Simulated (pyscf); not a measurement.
`[InH3]` + `[H][H]` → `[InH]` [singlet] + `[H][H]` + `[H][H]` (multi-bond step; singlet surface; H–In, H–In, H–H broken, H–H, H–H formed). Optimised with ωB97X-D3(BJ)/def2-SVP in PySCF. Energies in kJ/mol from the separated reactants.

| level | barrier | reaction energy |
|---|---|---|
| ωB97X-D3(BJ)/def2-TZVP | 224.4 | +28.3 |
| PBE/def2-TZVP | 159.8 | +2.0 |
| r²SCAN/def2-TZVP | [?] | +17.1 |
| B3LYP-D3(BJ)/def2-TZVP | [?] | [?] |
| PBE0-D3(BJ)/def2-TZVP | 188.0 | +16.4 |
| ωB97M-D3(BJ)/def2-TZVP | 221.3 | +15.9 |

**Question.** Complete the blanks.

**Answer.** 
- r²SCAN/def2-TZVP, barrier: 184.4
- B3LYP-D3(BJ)/def2-TZVP, barrier: 187.6
- B3LYP-D3(BJ)/def2-TZVP, reaction energy: -5.8

The functionals in the table span 64.6 kJ/mol in this barrier, from PBE to ωB97X-D3(BJ)/def2-TZVP. One saddle was located; it need not be the lowest between these sides. Elements past Kr carry the def2 core potentials, without spin-orbit coupling.
